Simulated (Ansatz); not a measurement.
Basis-set extrapolation for C3H5NS, SMILES `C=C/N=C/S` (PBE0-D4/def2-TZVP geometry, frozen core, Ansatz). Multiplicity 1, RHF reference.

```json
{"": "HF", "def2-TZVPP": "-568.527468", "def2-QZVPP": "-568.546542"}
{"": "MP2 correlation", "def2-TZVPP": "-0.854918", "def2-QZVPP": "-0.915074"}
{"": "CCSD(T) correlation", "def2-TZVPP": "-0.938294", "def2-QZVPP": "not run"}
```

Energies in hartree. Use E(X) = E(∞) + A·exp(−7.88·√X) for Hartree–Fock and E(X) = E(∞) + B·X^(−2.97) for correlation, with X = 3 and 4, and add CCSD(T) minus MP2 of the smaller set to the MP2 limit.

Task: What is the CCSD(T) energy at the basis-set limit?

Result: HF limit: -568.546542 + (-0.019074) × 0.13774 = -568.54917. MP2 limit: -0.915074 + (-0.060156) × 0.74074 = -0.95963. Higher-order term: -0.938294 − (-0.854918) = -0.08338. Total: -569.59218 hartree, 331.9 kJ/mol below CCSD(T)/def2-TZVPP.
